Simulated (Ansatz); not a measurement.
**CH₃F₂NS: basis-set convergence**

How large a basis does CH₃F₂NS need? Two functionals are run in growing sets.

Computed with Ansatz 0.2.0, Gaussian basis. Level: one geometry, several basis sets.

Plan: PBE0-D4/def2-SVP; ωB97M-V/def2-SVP; PBE0-D4/def2-QZVPP; ωB97M-V/def2-QZVPP; the functionals' def2-TZVPP values are taken from earlier runs.

## 1. Structure used throughout

The geometry comes from an earlier relaxation with PBE0-D4/def2-TZVP; it is a stationary point, not always the lowest conformer.

SMILES `NC(F)(F)S`, 8 atoms, charge 0, spin multiplicity 1.

Atoms are counted from 1 here; the program's logs count them from 0.

Bond lengths: N1–C2 1.405 Å, N1–H6 1.011 Å, N1–H7 1.011 Å, C2–F3 1.350 Å, C2–F4 1.350 Å, C2–S5 1.829 Å, S5–H8 1.344 Å. Angles: C2–N1–H6 111.6°, C2–N1–H7 111.6°, H6–N1–H7 110.7°, N1–C2–F3 108.8°, N1–C2–F4 108.8°, N1–C2–S5 113.4°, F3–C2–F4 107.0°, F3–C2–S5 109.4°, F4–C2–S5 109.4°, C2–S5–H8 95.7°.

## 2. PBE0-D4 in def2-SVP

in.yaml

```yaml
crystal:
  periodic: [false, false, false]
  atoms:
    - {symbol: N, position_ang: [0.861878, 0.597094, -0.737492]}
    - {symbol: C, position_ang: [-0.291622, 0.012672, -0.186803]}
    - {symbol: F, position_ang: [-1.240004, 0.964363, -0.055122]}
    - {symbol: F, position_ang: [-0.769593, -0.904899, -1.054030]}
    - {symbol: S, position_ang: [0.000309, -0.780278, 1.434797]}
    - {symbol: H, position_ang: [1.219079, 1.338781, -0.151352]}
    - {symbol: H, position_ang: [1.578264, -0.092526, -0.917676]}
    - {symbol: H, position_ang: [-1.266211, -1.192507, 1.611977]}
basis:
  gaussian: {orbitals: def2-SVP}
hamiltonian: {xc: pbe0, dispersion: d4}
output: {orbitals: {seedname: orbitals}}
```

Command:

```console
ansatz run in.yaml --threads 2 --pin off --events-out ev --progress --plain --max-ram 4352MiB
```

Further steps of the session: ωB97M-V in def2-SVP; PBE0-D4 in def2-QZVPP; ωB97M-V in def2-QZVPP.

**Question.** What will the summary of the whole plan be? Wanted: PBE0-D4: double and triple zeta above quadruple; ωB97M-V: double and triple zeta above quadruple.

The runs gave:

| quantity | value |
| --- | --- |
| PBE0-D4: double and triple zeta above quadruple | 14.17, 0.75 eV |
| ωB97M-V: double and triple zeta above quadruple | 14.34, 0.71 eV |

What this shows: For PBE0-D4 the step from double to triple zeta gains 13.42 eV and the next only 0.75 eV. These are total energies; as a rule much of such shifts cancels in differences, which this series doesn't test. The LUMO of ωB97M-V is positive and keeps falling with the basis (2.57 to 1.37 eV): an unbound level that the basis holds in place.
